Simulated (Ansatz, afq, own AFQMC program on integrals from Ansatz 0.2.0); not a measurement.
Integrals from Ansatz 0.2.0, then the random walk in our own AFQMC program (afq).

```yaml
crystal:
  periodic: [false, false, false]
  atoms:
    - {symbol: O, position_ang: [0.000000, -0.066280, 0.003439]}
    - {symbol: H, position_ang: [0.000000, 0.501001, 0.699568]}
    - {symbol: H, position_ang: [0.000000, 0.551084, -0.754149]}
basis:
  gaussian: {orbitals: aug-cc-pVDZ}
total_charge: -1
magnetization: {spin_polarized: true, initial_magnetization: 1}
correlation: {method: ccsd_t, electrons: outside_noble_gas, hamiltonian_folder: ham}
```

```sh
$ ansatz run in.yaml --threads 1 --pin off --events-out ev --progress --plain --max-ram 1382MiB
```

afq runs on the folder ham with

```
--method phaseless --trial cisd --walkers 60 --populations 1 --least-time 40 --time-step 0.005 --steps-per-block 50 --equilibration-blocks 28 --max-blocks 300 --target-error 0.00036 --factor-cut 1e-05 --start spin_pure --seed 5975 --release-times 0.24,0.51,0.99,1.62,2.4 --release-step 0.03 --release-every 4 --taylor-order 6
```

Times are imaginary, in 1/Eh. The walk had a cap of 1356 s.

afq prints:

```
orbitals 40  electrons 5 4  factors 308 of 385
reference energy -76.00271010 Eh
CCSD correlation -0.23190511 Eh in 11 cycles, weight of the determinant in the CISD state 0.9306
energy of the start -76.234614 Eh
 block  time / (1/Eh)  mean weight  energy / Eh
     1     0.250  1.0002  -76.233333
     2     0.500  1.0033  -76.234810
     3     0.750  1.0001  -76.236059
     4     1.000  0.9986  -76.239117
     5     1.250  1.0005  -76.238769
     8     2.000  0.9997  -76.237864
    13     3.250  0.9997  -76.241205
    31     7.750  0.9990  -76.235968
    49    12.250  1.0005  -76.241686
    67    16.750  1.0015  -76.238400
    85    21.250  1.0024  -76.238420
   103    25.750  1.0004  -76.239609
   121    30.250  1.0013  -76.239043
   139    34.750  1.0006  -76.240483
   157    39.250  1.0029  -76.244878
   175    43.750  0.9998  -76.253494
   193    48.250  0.9993  -76.236990
   211    52.750  1.0034  -76.239626
   229    57.250  0.9990  -76.240899
   247    61.750  0.9992  -76.234105
   265    66.250  0.9996  -76.239777
blocks merged  error / Eh  count
     1  0.000288  240
     2  0.000333  120
     4  0.000351  60
     8  0.000318  30
    16  0.000362  15
released: time / (1/Eh)  energy / Eh  error  mean overlap
  0.24  -76.241316  0.000385  1.0053
  0.51  -76.240904  0.000332  1.0039
  0.99  -76.241145  0.000385  1.0061
  1.62  -76.241776  0.000437  1.0040
  2.40  -76.241231  0.000446  0.9978
energy -76.241334 +/- 0.000351 Eh
(rows thinned)
```

The run passed its tests (sampling time, drift between the halves within three errors, error under three times the target), which doesn't prove that it has relaxed. The second half of the sampling lies below the first by 1.5 errors of their difference, so the energy may still be moving and its error bar be too small.

Against this walk (error 9.6 meV) on the same determinant: CCSD(T) 23.2 meV higher, CCSDT(Q) 1.8 meV higher (within the noise). The error is statistical and leaves out the bias of the constraint. Released to 2.40 1/Eh the energy moves by 3 ± 15 meV (both errors), within twice the noise.

Cautions: constraint bias not in the error.

The walk took 5.2 min on 1 thread of Arm Neoverse V2, on a shared host. The log's last line is the phaseless energy.

CCSDT and higher add their correlation energy to the determinant of the CCSD(T) run, since their own runs factorise the integrals more tightly (a shift of under 2 meV). A walk keeps the symmetry of its determinant, which the program's search chose and which needn't be the lowest solution, so a lower state of the same spin and another symmetry isn't excluded.
